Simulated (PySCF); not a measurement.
**Reproducing measurements on PH3**

**Measured values to compare with.**

NIST CCCBDB Release 22 (SRD 101), experimental dipoles lists, for the gas: dipole moment (microwave Stark effect) 0.58 D.

The results are set against them at the end.

PH3.
Atom-mapped SMILES: `[PH3:1]` (hydrogens: H2, H3, H4 on P1)

Geometry (PBE0-D3(BJ)/def2-SVP, Å), atoms numbered from 1 in this order:
```
atom  x, y, z in Å
P1     0.026   -0.041    0.476
H2    -0.599    1.021   -0.247
H3     1.199   -0.004   -0.337
H4    -0.590   -1.049   -0.327
```

Runs made with PySCF (gas phase, on this PBE0-D3(BJ)/def2-SVP geometry; no spin–orbit coupling):

| level | job | basis functions | wall time |
| --- | --- | --- | --- |
| PBE0-D3(BJ)/def2-SVP, grid level 1 | geometry optimisation from a GFN2-xTB start shaken at random | 33 | 1.1 s |

Hardware: an Intel Xeon Platinum 8488C with one thread (shared host).

Results beside the measurements:

**Dipole moment.** Measured: 0.58 D (NIST CCCBDB Release 22 (SRD 101), experimental dipoles).

```tsv
level	computed (D)	computed − measured (D)	% (from the printed values)
PBE0-D3(BJ)/def2-SVP	0.91	+0.33	+57
```

The computed dipoles belong to one fixed geometry; measured ones are averaged over vibrations unless marked μe. Magnitudes are compared, not signs.

No measured geometry was used, and the causes of the misses weren't examined.
